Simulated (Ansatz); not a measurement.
in.yaml

```yaml
crystal:
  periodic: [false, false, false]
  atoms:
    - {symbol: Ge, position_ang: [0.000000, 0.000000, 0.000000]}
    - {symbol: H, position_ang: [0.000000, 0.000000, 1.912000]}
basis:
  gaussian: {orbitals: def2-mTZVP}
total_charge: 1
correlation: {active_space: {ras: {orbitals: [2, 0, 23], electrons: 4, max_holes: 2, max_particles: 2}, fixed_orbitals: true}}
```

```sh
$ ansatz run in.yaml --threads 1 --pin off --events-out ev --progress --plain --max-ram 2393MiB
```

(1) Roughly how long does this take on 1 thread of Arm Neoverse V1, shared host, and how much host memory?

```
375 factors; integrals over basis functions are off by at most 4.6e-4 eV
mean field evaluation 1: about -56479.4143 eV, gradient 9.5e0 eV
mean field evaluation 2: about -56479.4142 eV, gradient 9.5e0 eV
mean field evaluation 4: about -56479.8911 eV, gradient 9.7e-1 eV
mean field evaluation 8: about -56479.8942 eV, gradient 9.0e-6 eV
mean field -56479.89422012 eV, -2075.5978291422 hartree, gradient 9.4e-6 eV, S^2 0.000000; 0 other end points of the search recorded, 0 dependent functions left out
reference -56479.89422012 eV, -2075.5978291422 hartree; 16, 16 occupied and 23, 23 virtual orbitals, 375 factors
state -56481.94036617 eV, -2075.6730236224 hartree
Total energy: -56481.94036617 eV, -2075.6730236224 hartree
```

Natural occupations: 1.9471 1.9049 0.0653 0.0313 0.0313 0.0050 0.0043 0.0043 0.0032 0.0018 0.0005 0.0002 0.0002 0.0002 0.0002 0.0001 0.0000 0.0000 0.0000 0.0000 0.0000 0.0000 0.0000 0.0000.

Results:

(1) 0.45 s wall and 0.07 GiB.
